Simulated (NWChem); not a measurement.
System: disulfur (S₂, triplet); SMILES S=S

The following NWChem deck was run.

```
start job
memory heap 200 mb stack 900 mb global 1100 mb
geometry units angstroms noautosym nocenter noautoz
  S      0.000000     0.000000     0.951971
  S      0.000000     0.000000    -0.951971
end
basis spherical
  * library sto-3g
end
dft
  odft
  mult 3
  xc pbe0
  iterations 150
end
cosmo
  do_cosmo_smd true
  solvent water
end
task dft energy
```

Geometry: optimised at PBE0/def2-SVP, spin-unrestricted. No stability test was run on the SCF state. Solvent: water.

Solvent water, SMD (1 M gas to 1 M solution), gas-phase geometry. Reactions with the solvent are ignored.

Q: Give the results of this calculation. (PBE0/STO-3G, spin-unrestricted, SMD on the gas-phase geometry.) Quantities: basis functions; solvation free energy (kcal/mol); cavity-dispersion-structure term (kcal/mol).

A: 
- number of basis functions = 18
- solvation free energy (kcal/mol) = -0.9
- cavity-dispersion-structure term (kcal/mol) = -0.8
